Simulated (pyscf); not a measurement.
Four-centre exchange: H₃Si–SeH + H₂ → H₃Si–SeH + H₂

Gas phase, singlet surface, charge 0. Bonds broken: Se1–H3, H7–H8. Bonds formed: Se1–H7, H3–H8. Single points on ωB97X-D3(BJ)/def2-SVP structures (PySCF, gas phase).

Transition state (Å):

```xyz
8

Se     0.5642    -0.9221     2.3166
Si     0.9239    -0.0595     0.2655
H     -1.2099    -1.3004     1.6525
H     -0.4240     0.1162    -0.3732
H      1.7374    -0.9714    -0.5857
H      1.5948     1.2685     0.3315
H     -1.2687    -0.3854     2.0270
H     -2.0753    -0.7775     1.5490
```

One imaginary mode, 2645i cm⁻¹; descent along it reached the two sides named.

```
bond    change  reactant side (Å)  saddle  product side
------  ------  -----------------  ------  ------------
Se1–H3  breaks              1.467   1.932           3.2
H7–H8   breaks              0.761   1.016           4.6
Se1–H7   forms                3.2   1.932         1.467
H3–H8    forms                4.2   1.016         0.761
```

Electronic energies relative to the separated reactants (eV):

| level | barrier | reaction energy | reverse barrier |
|---|---|---|---|
| ωB97X-D3(BJ)/def2-TZVP | 2.98 | 0.00 | 2.98 |
| PBE/def2-TZVP | 2.43 | 0.00 | 2.43 |
| r²SCAN/def2-TZVP | 2.62 | 0.00 | 2.62 |
| B3LYP-D3(BJ)/def2-TZVP | 2.75 | 0.00 | 2.75 |
| PBE0-D3(BJ)/def2-TZVP | 2.62 | 0.00 | 2.62 |
| M06-2X/def2-TZVP | 2.95 | 0.00 | 2.95 |
| ωB97M-D3(BJ)/def2-TZVP | 2.91 | 0.00 | 2.91 |
| HF/def2-TZVP | 3.78 | 0.00 | 3.78 |

With ωB97M-D3(BJ)/def2-TZVP energies and thermal terms (ideal gas, 1 atm, RRHO with modes under 100 cm⁻¹ raised to 100, one conformer, R ln 2 for chiral ones without a mode under 150 cm⁻¹), in eV:

| T (K) | ΔH‡ | ΔG‡ | ΔH | ΔG |
|---|---|---|---|---|
| 298 | 2.91 | 3.27 | 0.00 | 0.00 |
| 600 | 2.87 | 3.66 | 0.00 | 0.00 |
| 900 | 2.87 | 4.06 | 0.00 | 0.00 |
| 1200 | 2.88 | 4.46 | 0.00 | 0.00 |

The same reactants have a lower exit, to H₂Se + SiH₄ (barrier +2.47 eV at ωB97M-D3(BJ)/def2-TZVP, against +2.91 eV here). Another saddle between the same species, by other bonds, lies lower (2.76 eV against 2.91 eV at ωB97M-D3(BJ)/def2-TZVP). Elements up to Kr have no core potential and no relativistic terms here.
